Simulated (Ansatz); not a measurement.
# Strength of the Si–H bond: SiH(OH)2 → Si(OH)2 + H

Species: SiH(OH)2, doublet; Si(OH)2, singlet; H atom, doublet. 

Shapes, held fixed at every level: PBE0-D4/def2-TZVP. Flexible molecules stand in one conformer, not always the lowest. Programs: Ansatz 0.2.0. The zero-point and thermal change to 298 K, harmonic and unscaled (PBE0-D4/def2-TZVP), is -15.3 kJ/mol.

Q: Estimate ΔH(298 K) of this reaction.

A: The highest level, CCSD(T)/CBS estimate, gives ΔH(298 K) = +171.8 kJ/mol; the levels span +153.8 to +187.5. A fragment pairs its electrons up again, so this isn't a typical strength of such a bond. The column of differences is taken from that level and isn't an error. No measured value is set beside it here. Open shells run unrestricted unless RO is named. The CBS estimate extrapolates MP2 from def2-TZVPP and def2-QZVPP and adds CCSD(T) − MP2 in the triple-zeta set, cores frozen.

```
               level                   kind  ΔH(298 K) (kJ/mol)  less CCSD(T)/CBS estimate
         HF/def2-SVP           Hartree–Fock              +155.9                      -15.9
    SPW92/def2-TZVPP                    LDA              +187.5                      +15.7
   PBE-D4/def2-TZVPP                    GGA              +169.7                       -2.1
  PBE0-D4/def2-TZVPP          global hybrid              +179.9                       +8.1
   B2PLYP/def2-TZVPP          double hybrid              +172.3                       +0.5
        MP2/def2-SVP    perturbation theory              +153.8                      -18.0
CCSD(T)/CBS estimate  coupled cluster or CI              +171.8                        0.0
```
